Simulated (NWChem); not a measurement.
**AlH3S (SMILES [AlH2][SH]): PBE0/def2-TZVP**

What is the vertical ionisation energy of AlH3S at PBE0/def2-TZVP? 

The calculation is run with NWChem 7.3.0.

2 further runs of the same task are left out: 2 that didn't finish.

## (1) The system as given

AlH3S has 5 atoms, charge 0, and is taken as a singlet. As SMILES, `[AlH2][SH]`. The shape is that of a PBE0-D4/def2-TZVP optimisation.

Bond lengths: Al1–S2 2.181 Å, Al1–H3 1.579 Å, Al1–H4 1.581 Å, S2–H5 1.344 Å. Angles: Al1–S2–H5 93.7°, S2–Al1–H3 116.5°, S2–Al1–H4 118.9°, H3–Al1–H4 124.6°.

## (2) A single-point energy at PBE0/def2-TZVP

The input, alh3s.nw:

```
start alh3s
title "AlH3S"
memory stack 880 mb heap 220 mb global 1100 mb
charge 0

geometry units angstroms noautosym nocenter noautoz
Al    -0.616100    -0.064200    -0.181700
S      1.129100    -0.343100     1.096600
H     -1.981700    -0.650100     0.351100
H     -0.441100     0.696000    -1.556400
H      1.959700     0.287800     0.249000
end

basis spherical bse
Al library def2-TZVP
S library def2-TZVP
H library def2-TZVP
end

dft
xc pbe0
grid fine
convergence energy 1e-08
maxiter 100
mulliken
print low
end

task dft energy
```

Started as:

```
$ nwchem alh3s.nw > alh3s.out
```

Output:

```text
[...]
 d= 0,ls=0.0,diis     1   -642.1828838974 -7.16D+02  5.04D-03  5.29D-01     1.3
[...]
 d= 0,ls=0.0,diis     8   -642.2116083036 -2.46D-10  1.86D-06  8.02D-08     9.4
         Total DFT energy =     -642.211608303574
      One electron energy =    -1036.159102840728
           Coulomb energy =      365.338215316047
    Exchange-Corr. energy =      -45.205625856964
 Nuclear repulsion energy =       73.814905078071
[...]
      Total Density - Mulliken Population Analysis
     ---------------------------------------------
    Atom       Charge   Shell Charges
 -----------   ------   -------------------------------------------------------
    1 Al  13    12.65   2.00  0.64  1.34  0.86  0.25  2.94  2.22  0.87  1.00  0.28  0.12  0.11  0.03
    2 S   16    16.34   2.01  0.47  1.49  1.09  0.77  4.19  1.67  0.93  2.42  1.24  0.02  0.04  0.00
    3 H    1     1.09   0.23  0.54  0.32  0.00
    4 H    1     1.09   0.23  0.54  0.32  0.00
    5 H    1     0.82   0.23  0.46  0.10  0.03
[...]
```

Wall time 10 s (1 thread of Intel Xeon 6975P-C (Granite Rapids), shared host); peak memory 0.12 GiB.

## (3) The doublet cation, same level

The input, work.nw:

```
start work
title "AlH3S"
memory 2200 mb
charge 1
geometry noautosym nocenter noautoz
  Al    -0.616100    -0.064200    -0.181700
  S      1.129100    -0.343100     1.096600
  H     -1.981700    -0.650100     0.351100
  H     -0.441100     0.696000    -1.556400
  H      1.959700     0.287800     0.249000
end
basis "ao basis" spherical bse
  * library def2-TZVP
end
dft
  xc pbe0
  mult 2
  grid fine
  convergence energy 1e-08
  maxiter 100
  mulliken
  noprint "final vectors analysis"
end
task dft energy
```

Started as:

```
$ nwchem work.nw > work.out
```

Output:

```text
[...]
          Wavefunction type:  spin polarized.
          No. of atoms     :     5
          No. of electrons :    31
[...]
          Charge           :     1
          Spin multiplicity:     2
[...]
          AO basis - number of functions:    92
[...]
              XC Information
              --------------
                         PBE0 Method XC Functional
                     Hartree-Fock (Exact) Exchange  0.250
          PerdewBurkeErnzerhof Exchange Functional  0.750
            Perdew 1991 LDA Correlation Functional  1.000 local
           PerdewBurkeErnz. Correlation Functional  1.000 non-local
[...]
 d= 0,ls=0.0,diis     1   -641.5490110947 -7.15D+02  1.10D-02  1.13D+00     1.7
[...]
 d= 0,ls=0.0,diis    13   -641.8360658137 -2.08D-09  1.89D-07  1.48D-10    19.3
[...]
         Total DFT energy =     -641.836065813689
      One electron energy =    -1027.357144433319
           Coulomb energy =      356.649353395587
    Exchange-Corr. energy =      -44.943179854027
 Nuclear repulsion energy =       73.814905078071
[...]
      Total Density - Mulliken Population Analysis
     ---------------------------------------------
    Atom       Charge   Shell Charges
 -----------   ------   -------------------------------------------------------
    1 Al  13    12.55   2.00  0.64  1.33  0.95  0.25  2.94  2.22  0.87  0.99  0.17  0.11  0.07  0.03
    2 S   16    15.73   2.01  0.48  1.48  1.18  0.73  4.18  1.67  0.89  2.31  0.71  0.02  0.05  0.00
    3 H    1     1.00   0.22  0.53  0.24  0.01
    4 H    1     0.99   0.22  0.53  0.24  0.01
    5 H    1     0.72   0.23  0.43  0.04  0.02
[...]
      <S2> =      0.7555 (Exact =     0.7500)
[...]
```

It took 20 s on 1 thread of Intel Xeon 6975P-C (Granite Rapids), shared host; peak memory 0.12 GiB.

## (4) Summary of results

At PBE0/def2-TZVP:

```
                                          quantity          value
                       singlet AlH3S: total energy  -642.21161 Eh
                      doublet cation: total energy  -641.83607 Eh
                              doublet cation: ⟨S²⟩          0.755
vertical ionisation energy (to the doublet cation)      10.219 eV
```

The vertical ionisation energy comes to 10.22 eV (236 kcal/mol). Mulliken charges (doublet cation) run from +0.00 on H3 to +0.45 on Al1.
